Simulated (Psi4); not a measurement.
**BP86/def2-TZVP (density fitting) run of N2H4 (hydrazine)**

Aim: a short trajectory of N2H4 (hydrazine). 

The calculation is run with Psi4 1.11.

## Step 1: The molecule

N2H4 has 6 atoms, charge 0, and is taken as a singlet. As SMILES, `NN`. The coordinates come from a PBE0-D4/def2-TZVP relaxation. This is one conformer, not always the lowest. The run starts from this shape.

Bond lengths: N1–N2 1.415 Å, N1–H3 1.014 Å, N1–H4 1.011 Å, N2–H5 1.014 Å, N2–H6 1.011 Å. Angles: N1–N2–H5 112.7°, N1–N2–H6 108.2°, N2–N1–H3 112.7°, N2–N1–H4 108.2°, H5–N2–H6 108.3°, H3–N1–H4 108.3°.

## Step 2: A short trajectory at BP86/def2-TZVP (density fitting)

Contents of h4n2.xyz:

```xyz
6
H4N2
N     -0.135100    -0.701700     0.195900
N      0.447300     0.583800     0.089900
H     -1.076200    -0.737600    -0.180500
H      0.438700    -1.352200    -0.322700
H      0.103900     1.104700    -0.709700
H      0.221500     1.102900     0.927100
```

Contents of run.py:

```python
import numpy as np
from ase.calculators.psi4 import Psi4
from ase.io import read
from ase import units
from ase.md.velocitydistribution import MaxwellBoltzmannDistribution, Stationary
from ase.md.verlet import VelocityVerlet

atoms = read('h4n2.xyz')
calc = Psi4(atoms=atoms, method='bp86', basis='def2-TZVP', memory='1600MB', num_threads=1, charge=0, multiplicity=1, label='psi4-calc', reference='rks')
atoms.calc = calc

MaxwellBoltzmannDistribution(atoms, temperature_K=600.0, rng=np.random.default_rng(631))
Stationary(atoms)
dyn = VelocityVerlet(atoms, 1.0 * units.fs)
def show():
    ep, ek = atoms.get_potential_energy(), atoms.get_kinetic_energy()
    print(f'step {dyn.nsteps:3d}  Epot {ep:14.6f}  Ekin {ek:9.6f}  Etot {ep + ek:14.6f} eV  T {atoms.get_temperature():7.1f} K')
dyn.attach(show)
dyn.run(40)
```

Started as:

```bash
$ python run.py
```

Q: Predict the results. Wanted: potential energy of the last frame.

**Answer.** As computed:

Level: BP86/def2-TZVP (density fitting).

```
                          quantity          value
potential energy of the last frame  -111.91096 Eh
```
